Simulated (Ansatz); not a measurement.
Mulliken charges of C2H6FN, SMILES `CNCF` from r2SCAN/def2-TZVPP in Ansatz (PBE0-D4/def2-TZVP geometry).

```
atom   x (Å)   y (Å)   z (Å)  charge (e)
  C1  -0.750   0.927   0.243      -0.048
  N2   0.562   0.382  -0.040      -0.284
  C3   0.670  -1.011  -0.032       0.222
  F4  -0.108  -1.646  -1.023      -0.271
  H5  -1.509   0.667  -0.504       0.071
  H6  -1.089   0.553   1.213       0.045
  H7  -0.686   2.014   0.313       0.052
  H8   0.975   0.788  -0.868       0.129
  H9   0.316  -1.411   0.922       0.038
 H10   1.702  -1.313  -0.219       0.047
```

**Question.** By hand: the dipole of these point charges (1 e Å = 4.8032 D).

**Answer.** Σ q r = (0.080, 0.232, 0.218) e Å, of length 0.328 e Å = 1.58 D.

**Question.** How does the dipole of the full density compare? (An estimate is asked.)

**Answer.** The calculation gave: (0.094, 0.259, 0.108) e Å, 1.42 D; the point charges give 1.11 times that, at 20° from its direction.

Point charges leave out the atoms' own dipoles, such as those of lone pairs, and Mulliken's split depends on the basis, so the two needn't agree.
